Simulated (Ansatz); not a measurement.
# FH3Si: the cost of one run

The runs use Ansatz 0.2.0, Gaussian basis; PBE0-D4/def2-TZVP structures, single points in def2-TZVPP, no counterpoise correction.

Levels: SPW92, PBE-D4, BLYP-D4, r2SCAN-D4, B97M-V, PBE0-D4, B3LYP-D4, r2SCAN0-D4, BHLYP-D4, CAM-B3LYP-D4, wB97X-V, wB97M-V, B2PLYP, PBE-QIDH, RPA on PBE, Hartree-Fock, MP2, CCSD, CCSD(T).

Correlated methods freeze the cores. B3LYP uses VWN-RPA correlation. B2PLYP carries no dispersion term here.

113 further runs of the same task are left out: 113 set aside as unsound or not needed.

### 1 Starting geometry

The complex: 9 atoms, charge 0, spin multiplicity 1.

Atoms are counted from 1 here; the program's logs count them from 0.

Bond lengths: Si1–H3 1.478 Å, Si1–H4 1.479 Å, Si1–H5 1.479 Å, Si1–F7 1.619 Å, H2–H8 0.747 Å, H6–F9 0.928 Å. Angles: H3–Si1–H4 111.7°, H3–Si1–H5 111.7°, H3–Si1–F7 107.5°, H4–Si1–H5 111.5°, H4–Si1–F7 107.1°, H5–Si1–F7 107.1°.

Geometry (Å):

```mol
F2H6Si
  3D, bonds by distance, orders not assigned

  9  6  0  0  0  0  0  0  0  0999 V2000
   -1.1551    0.0070   -1.1281 Si  0  0
    0.8187   -1.5625    2.3213 H   0  0
   -1.1099   -1.0120   -0.0585 H   0  0
   -0.9726   -0.5969   -2.4656 H   0  0
   -2.3932    0.8132   -1.0622 H   0  0
    1.4372    1.1699    0.2583 H   0  0
    0.0857    1.0189   -0.8882 F   0  0
    1.2032   -0.9597    2.1032 H   0  0
    2.0860    1.1223    0.9200 F   0  0
  1  3  8  0
  1  4  8  0
  1  5  8  0
  1  7  8  0
  2  8  8  0
  6  9  8  0
M  END
```

Its parts: SiH₃F holds atoms 1, 3, 4, 5, 7; H₂ holds atoms 2, 8; HF holds atoms 6, 9. Each part counts its atoms afresh in its own runs.

### 2 Relaxing SiH₃F alone

Contents of relax-a/in.yaml:

```yaml
crystal:
  periodic: [false, false, false]
  atoms:
    - {symbol: Si, position_ang: [-1.155139, 0.006990, -1.128122]}
    - {symbol: H, position_ang: [-1.109886, -1.012038, -0.058535]}
    - {symbol: H, position_ang: [-0.972557, -0.596948, -2.465641]}
    - {symbol: H, position_ang: [-2.393169, 0.813199, -1.062162]}
    - {symbol: F, position_ang: [0.085744, 1.018925, -0.888182]}
basis:
  gaussian: {orbitals: def2-TZVP}
hamiltonian: {xc: pbe0, dispersion: d4}
relax: {f_tol: 0.005, max_steps: 200}
```

The run is started by

```sh
> ansatz run in.yaml --threads 2 --pin off --events-out ev --progress --plain --max-ram 4352MiB
```

**Question.** How long does this run take on 2 threads of Intel Xeon Platinum 8259CL at 2.50GHz, shared host?

About 3.7 s.
